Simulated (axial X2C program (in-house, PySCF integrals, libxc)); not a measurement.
## Working with the constants of MgCl⁻

A bond curve at the CCSD(T) level, two-component, was computed with an axial X2C code built on PySCF integrals (basis Cl dyall-av3z [9s8p3d2f], Mg dyall-av3z [10s9p6d4f] (cores contracted in-house)) for the state Ω = 0 (closed shell). Its fit gives Re = 2.3814 Å, ωe = 307.6 cm⁻¹, ωexe = 2.85 cm⁻¹ and αe = 2.357e-03 cm⁻¹; the masses are 34.9689 and 23.9850 u. Two-component means X2C with spin–orbit coupling and atomic mean-field Coulomb and Gaunt terms.

Correlated methods: 10 electrons correlated (number of frozen shells: Cl 2 s, 1 p; Mg 2 s, 1 p), 272 virtual spin orbitals or spinors in MP2, 90 natural virtuals in coupled cluster.

Q: Find the reduced mass, Be and the force constant.

A: From the CCSD(T) values: μ = 14.2269 u. Be = 16.8576/(μ Re²) = 0.2089 cm⁻¹. k = 5.8918×10⁻⁷ μ ωe² = 0.793 mdyn/Å.

Q: A Morse curve ties αe to the other constants (Pekeris). How well does that hold?

A: αe(Morse) = 6Be²/ωe × (√(ωexe/Be) − 1) = 2.293e-03 cm⁻¹; the CCSD(T) curve gives 2.357e-03 cm⁻¹, a ratio of 0.97.

Q: Estimate De from a Morse curve and compare with the computed well depth of 1.328 eV to Cl- + Mg.

A: De(Morse) = ωe²/(4ωexe) = 1.029 eV against 1.328 eV computed, a ratio of 0.77. The extrapolation falls short: long-range attraction (ionic or ion–induced dipole) or a change of character along the curve can cause this.

Q: Where do the fundamental and the first overtone lie?

A: ν(1←0) = ωe − 2ωexe = 301.9 cm⁻¹; ν(2←0) = 2ωe − 6ωexe = 598.1 cm⁻¹.

Q: Give B0, the J = 1←0 line in GHz and the most populated J at 300 K (kT = 208.5 cm⁻¹).

A: B0 = Be − αe/2 = 0.2078 cm⁻¹; 2B0 = 12.46 GHz; J(max) ≈ √(kT/2B0) − 1/2 = 21.9, so J = 22.

One determinant describes the state; a PBE0 search over occupations chose it and may have missed a lower one. Dissociation energies refer to the lowest single-determinant-based atoms at the same level and basis. CCSD and (T) use frozen natural virtuals with an MP2 correction for the truncation; (T) itself is uncorrected, so its De runs slightly low.
